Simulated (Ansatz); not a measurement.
# Cu2Mn2: the cost of one run

The runs use Ansatz 0.2.0, Gaussian basis; UKS PBE0-D4/def2-TZVP.

Levels to be run: a search for the lowest solution at PBE0-D4/def2-SVP; a single point at PBE0-D4/def2-TZVP; harmonic vibrations at r2SCAN-D4/def2-SVP.

5 further runs of the same task are left out: 2 for a known fault of the program, 1 that didn't finish, 2 set aside as unsound or not needed.

## 1. The geometry

The multiplicity 9 was relaxed beforehand with r2SCAN-D4/def2-SVP. At that level it is the lowest of the isomers that a small search found.

4 atoms, charge 0, spin multiplicity 9.

Atoms are counted from 1 here; the program's logs count them from 0.

Bond lengths: Cu1–Mn3 2.427 Å, Cu1–Mn4 2.427 Å, Cu2–Mn3 2.427 Å, Cu2–Mn4 2.427 Å, Mn3–Mn4 2.512 Å. Angles: Mn3–Cu1–Mn4 62.3°, Mn3–Cu2–Mn4 62.3°, Cu1–Mn3–Cu2 117.7°, Cu1–Mn3–Mn4 58.8°, Cu2–Mn3–Mn4 58.8°, Cu1–Mn4–Cu2 117.7°, Cu1–Mn4–Mn3 58.8°, Cu2–Mn4–Mn3 58.8°.

No spin-orbit coupling is included.

Bonds by kind at the end (by distance):

```csv
bond,count,shortest (Å),longest (Å)
Cu–Mn,4,2.427,2.427
Mn–Mn,1,2.512,2.512
```

## 2. Searching for the lowest solution, PBE0-D4/def2-SVP

start.molden holds the orbitals of an earlier run on this state, given as this run's starting guess.

Input file in.yaml:

```yaml
crystal:
  periodic: [false, false, false]
  atoms:
    - {symbol: Cu, position_ang: [1.999811, -0.055050, -0.558645]}
    - {symbol: Cu, position_ang: [-1.997845, 0.056250, 0.565522]}
    - {symbol: Mn, position_ang: [-0.025377, 1.237838, -0.212794]}
    - {symbol: Mn, position_ang: [0.023411, -1.239039, 0.205927]}
basis:
  gaussian: {orbitals: def2-SVP, initial_orbitals: start.molden}
magnetization: {spin_polarized: true, initial_magnetization: 8}
hamiltonian: {xc: pbe0, dispersion: d4}
output: {orbitals: {seedname: orbitals}}
```

Command:

```
> ansatz run in.yaml --threads 4 --pin off --events-out ev --progress --plain --max-ram 4787MiB
```

**Question.** How long does this run take on 4 threads of Intel Xeon at 2.50GHz, shared host, and how much memory does it need?

About 1.9 min, with a peak of 0.79 GiB.
